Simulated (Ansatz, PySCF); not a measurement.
Noncovalent pair: H2S (SMILES S) (first 3 atoms) with H2S (SMILES S); geometry from NCB31 set.
(charge 0, multiplicity 1):
```xyz
6

S     -2.031     0.103    -0.001
H     -1.934    -0.818     0.970
H     -1.940    -0.837    -0.954
S      2.080    -0.085     0.000
H      2.339     1.231    -0.002
H      0.754     0.134    -0.004
```

Monomers are frozen at their geometry in the pair; levels with a basis set take the counterpoise correction. Rows marked so take none.

Rows in 3-21G, 6-31G* carry no dispersion term and start afresh at each structure (6-31G* with six Cartesian d functions). MP2/6-31G* freezes PySCF's default core.

Programs: Ansatz (Gaussian basis) for Hartree–Fock, density functionals and correlated methods; PySCF for 3-21G rows, 6-31G* rows, the dispersion terms. Each number belongs to the level named beside it.

Question: One of these levels gives -8.3 kJ/mol for the interaction energy. Which one is it?
A) BLYP-D3(BJ)/def2-TZVPPD
B) PBE-D3(BJ)/def2-TZVPPD
C) HF/3-21G (no counterpoise)
D) MP2/6-31G*

Answer: A, BLYP-D3(BJ)/def2-TZVPPD. The others give -5.8 (HF/3-21G (no counterpoise)), -9.8 (PBE-D3(BJ)/def2-TZVPPD), -3.1 (MP2/6-31G*)

Ansatz is an electronic-structure program.
